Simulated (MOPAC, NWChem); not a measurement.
**How methods differ on CH3F (fluoromethane)**

CH3F has 5 atoms, charge 0, and is taken as a singlet. SMILES: `CF`. The shape is that of a PBE0-D4/def2-TZVP optimisation.

Each level gives the dipole moment (D). The values are calculated.

**The experiment to reproduce.** NIST CCCBDB gives the dipole moment of the gas as 1.85 D.

```csv
level,kind,program,value (D),computed − measured,CPU time
PM3,semi-empirical,MOPAC,1.51,-0.34,under 2 s
HF/def2-TZVPP,Hartree–Fock,NWChem,2.02,+0.17,12 s
SVWN5/def2-TZVPP,LDA,NWChem,1.74,-0.11,9.1 s
BP86/def2-TZVPP,GGA,NWChem,1.68,-0.17,21 s
PBE/def2-TZVPP,GGA,NWChem,1.67,-0.18,33 s
r2SCAN/def2-TZVPP,meta-GGA,NWChem,1.73,-0.12,32 s
M06-2X/def2-TZVPP,hybrid meta-GGA,NWChem,1.84,-0.01,31 s
wB97X/def2-TZVPP,range-separated hybrid,NWChem,1.83,-0.02,65 s
```

Nearest: M06-2X/def2-TZVPP (-0.01 D); farthest: PM3 (-0.34 D). The measured dipole is a vibrational average, so differences of a few hundredths of a debye mean little. Computed less measured by kind, in D (def2-TZVPP rows): semi-empirical -0.34; Hartree–Fock +0.17; LDA -0.11; GGA -0.18 to -0.17; meta-GGA -0.12; global hybrid -0.01; range-separated hybrid -0.02. CPU times are rough (shared hosts, several kinds of processor): they show what a rung costs within a factor of a few.
